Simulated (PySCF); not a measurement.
## Molecular orbitals of SiH⁺

HSE06 at R = 1.545 Å; basis Si 3-21G, H 3-21G; no relativity; PySCF 2.14. State: ¹Σ⁺ (singlet), closed shell. Only the outer orbitals are listed, counted within each symmetry.

```csv
orbital,occ.,ε (eV),on Si (%),main shells (%)
4σ,2,-21.20,78,"73 Si s, 22 H s"
5σ,2,-14.90,68,"44 Si p, 32 H s, 24 Si s"
2π,0,-11.06,100,100 Si p
2π,0,-11.06,100,100 Si p
6σ,0,-4.96,53,"51 Si p, 47 H s"
```

Which are the highest filled and the lowest empty level, where do they sit, and how wide is the gap?

Highest filled 5σ at -14.90 eV (in %: 44 Si p, 32 H s, 24 Si s); lowest empty 2π at -11.06 eV (in %: 100 Si p); the gap at HSE06 is 3.84 eV.

```
bond order (Mayer)                                                                                                : 0.96
⟨S²⟩                                                                                                              : 0.000
charge on Si (Mulliken, basis-dependent)                                                                          : 1.07
charge on Si (Löwdin, basis-dependent)                                                                            : 1.03
dipole moment (positive dipole points towards H; it is taken about the centre of mass and depends on that origin) : 0.68 D
```

3-21G is very small, so such numbers show the basis as much as the molecule.
